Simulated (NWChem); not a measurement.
**C4H8 (cyclobutane): levels of theory compared**

Wanted: a comparison of 4 runs (CAM-B3LYP/3-21G, CAM-B3LYP/6-31G, CAM-B3LYP/6-31G*, CAM-B3LYP/STO-3G) of C4H8 (cyclobutane). 

The calculation is run with NWChem 7.3.0.

## Step 1: The system as given

The species is C4H8 (12 atoms), meant as a singlet with charge 0. As SMILES, `C1CCC1`. The shape is that of a PBE0-D4/def2-TZVP optimisation.

Bond lengths: C1–C2 1.541 Å, C2–C3 1.541 Å, C1–C4 1.541 Å, C3–C4 1.541 Å, C1–H5 1.093 Å, C1–H6 1.091 Å, C2–H7 1.093 Å, C2–H8 1.091 Å, C3–H9 1.093 Å, C3–H10 1.091 Å, C4–H11 1.093 Å, C4–H12 1.091 Å. Some angles: C1–C2–C3 88.3°, C2–C1–C4 88.3°, C2–C3–C4 88.3°, C1–C4–C3 88.3°, C1–C2–H7 111.3°, C1–C2–H8 118.1°, C3–C2–H7 111.3°, C3–C2–H8 118.1°, C2–C1–H5 111.3°, C2–C1–H6 118.1°.

## Step 2: Magnetic shielding at CAM-B3LYP/3-21G (run 1)

File mymol.nw:

```
start mymol
title "C4H8"
memory total 2200 mb

geometry units angstroms noautosym nocenter noautoz
C    -0.915600    0.295800   -0.476200
C    -0.357100    0.346000    0.959200
C     1.013600   -0.070500    0.391400
C     0.284800   -0.589700   -0.863200
H    -0.858100    1.274600   -0.958400
H    -1.919500   -0.105500   -0.623800
H    -0.786200   -0.444600    1.579500
H    -0.423100    1.289100    1.504200
H     1.628700    0.802300    0.160000
H     1.615300   -0.776700    0.966000
H     0.041300   -1.650700   -0.769700
H     0.753100   -0.425300   -1.835000
end

basis spherical bse
C library 3-21G
H library 3-21G
end

dft
xc xcamb88 1.00 lyp 0.81 vwn_5 0.19 hfexch 1.00
cam 0.33 cam_alpha 0.19 cam_beta 0.46
grid fine
convergence energy 1e-08
direct
iterations 100
mulliken
print low
end

property
shielding
end

task dft property
```

Command:

```sh
nwchem mymol.nw > mymol.out
```

Output:

```text
[...]
 d= 0,ls=0.0,diis     1   -156.2155120441 -2.84D+02  7.66D-03  3.54D-01     1.5
[...]
 d= 0,ls=0.0,diis     7   -156.2532674186 -3.30D-10  9.16D-08  5.52D-12     9.7
         Total DFT energy =     -156.253267418640
      One electron energy =     -461.329758478765
           Coulomb energy =      202.015411534546
    Exchange-Corr. energy =      -24.551237974019
 Nuclear repulsion energy =      127.612317499598
[...]
      Total Density - Mulliken Population Analysis
     ---------------------------------------------
    Atom       Charge   Shell Charges
 -----------   ------   -------------------------------------------------------
    1 C    6     6.38   1.99  0.36  1.68  1.06  1.29
    2 C    6     6.38   1.99  0.36  1.68  1.06  1.29
    3 C    6     6.38   1.99  0.36  1.68  1.06  1.29
    4 C    6     6.38   1.99  0.36  1.68  1.06  1.29
    5 H    1     0.81   0.47  0.34
    6 H    1     0.82   0.47  0.35
    7 H    1     0.81   0.47  0.34
    8 H    1     0.82   0.47  0.35
    9 H    1     0.81   0.47  0.34
   10 H    1     0.82   0.47  0.35
[...]
           isotropic =     184.9689
[...]
           isotropic =     184.9649
[...]
           isotropic =      30.8361
[...]
           isotropic =      31.2874
[...]
           isotropic =      30.8354
[...]
           isotropic =      31.2893
[...]
```

It took 32 s on 1 thread of Intel Xeon 6975P-C (Granite Rapids), shared host; peak memory 0.12 GiB.

## Step 3: NMR shieldings at CAM-B3LYP/6-31G (run 2)

File c4h8.nw:

```
START c4h8
memory total 2200 mb
charge 0
GEOMETRY units bohr noautosym nocenter noautoz
C     -1.73023324     0.55898099    -0.89988758
C     -0.67482120     0.65384524     1.81262530
C      1.91542640    -0.13322569     0.73963881
C      0.53819400    -1.11437150    -1.63121159
H     -1.62157399     2.40864492    -1.81111352
H     -3.62732930    -0.19936611    -1.17881116
H     -1.48570268    -0.84017224     2.98482241
H     -0.79954312     2.43604595     2.84252604
H      3.07779694     1.51612727     0.30235618
H      3.05247461    -1.46775028     1.82547544
H      0.07804569    -3.11937091    -1.45452220
H      1.42315274    -0.80370052    -3.46764744
END
BASIS spherical bse
* library 6-31G
END
DFT
xc xcamb88 1.00 lyp 0.81 vwn_5 0.19 hfexch 1.00
cam 0.33 cam_alpha 0.19 cam_beta 0.46
grid fine
convergence energy 1e-08
direct
maxiter 100
mulliken
print low
END
PROPERTY
shielding
END
TASK dft property
```

Command:

```sh
nwchem c4h8.nw > c4h8.out
```

Output:

```text
[...]
 d= 0,ls=0.0,diis     1   -157.0315286087 -2.85D+02  8.82D-03  2.80D-01     1.8
[...]
 d= 0,ls=0.0,diis     7   -157.0679425912 -4.56D-10  1.73D-07  7.64D-12    10.7
         Total DFT energy =     -157.067942591202
      One electron energy =     -462.452980338488
           Coulomb energy =      202.400888158975
    Exchange-Corr. energy =      -24.628158655194
 Nuclear repulsion energy =      127.612308243506
[...]
      Total Density - Mulliken Population Analysis
     ---------------------------------------------
    Atom       Charge   Shell Charges
 -----------   ------   -------------------------------------------------------
    1 C    6     6.26   2.00  0.66  2.12  0.63  0.85
    2 C    6     6.26   2.00  0.66  2.12  0.63  0.85
    3 C    6     6.26   2.00  0.66  2.12  0.63  0.85
    4 C    6     6.26   2.00  0.66  2.12  0.63  0.85
    5 H    1     0.87   0.53  0.33
    6 H    1     0.87   0.53  0.34
    7 H    1     0.87   0.53  0.33
    8 H    1     0.87   0.53  0.34
    9 H    1     0.87   0.53  0.33
   10 H    1     0.87   0.53  0.34
[...]
           isotropic =     176.2232
[...]
           isotropic =     176.2186
[...]
           isotropic =      30.6806
[...]
           isotropic =      31.0753
[...]
           isotropic =      30.6799
[...]
           isotropic =      31.0772
[...]
```

Wall time 37 s (1 thread of Intel Xeon 6975P-C (Granite Rapids), shared host); peak memory 0.12 GiB.

Run 3 isn't shown in full; the table further down has it.

## Step 4: Magnetic shielding at CAM-B3LYP/STO-3G (run 4)

File mol.nw:

```
start mol
title "C4H8"
memory stack 880 mb heap 220 mb global 1100 mb
charge 0

geometry noautosym nocenter noautoz
 C     -0.915600     0.295800    -0.476200
 C     -0.357100     0.346000     0.959200
 C      1.013600    -0.070500     0.391400
 C      0.284800    -0.589700    -0.863200
 H     -0.858100     1.274600    -0.958400
 H     -1.919500    -0.105500    -0.623800
 H     -0.786200    -0.444600     1.579500
 H     -0.423100     1.289100     1.504200
 H      1.628700     0.802300     0.160000
 H      1.615300    -0.776700     0.966000
 H      0.041300    -1.650700    -0.769700
 H      0.753100    -0.425300    -1.835000
end

basis spherical bse
 * library STO-3G
end

dft
 xc xcamb88 1.00 lyp 0.81 vwn_5 0.19 hfexch 1.00
 cam 0.33 cam_alpha 0.19 cam_beta 0.46
 grid fine
 convergence energy 1e-08
 direct
 iterations 100
 mulliken
 noprint "final vectors analysis"
end

property
 shielding
end

task dft property
```

Command:

```sh
nwchem mol.nw > mol.out
```

Output:

```text
[...]
          Wavefunction type:  closed shell.
          No. of atoms     :    12
          No. of electrons :    32
[...]
          Charge           :     0
          Spin multiplicity:     1
[...]
          AO basis - number of functions:    28
[...]
              XC Information
              --------------
                     Hartree-Fock (Exact) Exchange  1.000
                   CAM-Becke88 Exchange Functional  1.000
                      VWN V Correlation Functional  0.190 local
              Lee-Yang-Parr Correlation Functional  0.810
[...]
 d= 0,ls=0.0,diis     1   -155.2083114356 -2.83D+02  2.01D-02  1.92D-01     1.3
[...]
 d= 0,ls=0.0,diis     6   -155.2397696157 -4.76D-10  1.86D-07  8.52D-12     5.4
         Total DFT energy =     -155.239769615657
      One electron energy =     -461.038254172301
           Coulomb energy =      202.812611154839
    Exchange-Corr. energy =      -24.626444097794
 Nuclear repulsion energy =      127.612317499598
[...]
      Total Density - Mulliken Population Analysis
     ---------------------------------------------
    Atom       Charge   Shell Charges
 -----------   ------   -------------------------------------------------------
    1 C    6     6.14   1.99  1.19  2.97
    2 C    6     6.14   1.99  1.19  2.97
    3 C    6     6.14   1.99  1.19  2.97
    4 C    6     6.14   1.99  1.19  2.97
    5 H    1     0.93   0.93
    6 H    1     0.93   0.93
    7 H    1     0.93   0.93
    8 H    1     0.93   0.93
    9 H    1     0.93   0.93
   10 H    1     0.93   0.93
[...]
           isotropic =     206.6053
[...]
           isotropic =     206.6016
[...]
           isotropic =      31.3842
[...]
           isotropic =      31.8252
[...]
           isotropic =      31.3834
[...]
           isotropic =      31.8270
[...]
```

Wall time 19 s (1 thread of Intel Xeon 6975P-C (Granite Rapids), shared host); peak memory 0.11 GiB.

## Step 5: All runs side by side

| run | level | energy (Eh) | isotropic shielding of C1 (ppm) | isotropic shielding of H5 (ppm) | wall time |
| --- | --- | --- | --- | --- | --- |
| 1 | CAM-B3LYP/3-21G | -156.253267 | 185.0 | 30.8 | 32 s |
| 2 | CAM-B3LYP/6-31G | -157.067943 | 176.2 | 30.7 | 37 s |
| 3 | CAM-B3LYP/6-31G* (spherical functions) | -157.107712 | 171.7 | 30.2 | 64 s |
| 4 | CAM-B3LYP/STO-3G | -155.239770 | 206.6 | 31.4 | 19 s |

## Step 6: Results

| quantity | value |
| --- | --- |
| run 4: total energy | -155.23977 Eh |
| run 4: dipole moment | 0.00 D |
| run 4: isotropic shielding of C1 | 206.6 ppm |
| run 4: isotropic shielding of H5 | 31.4 ppm |

In words: In run 4 the basis is minimal, so the values are rough. All runs together took 2.5 min, the longest 64 s.
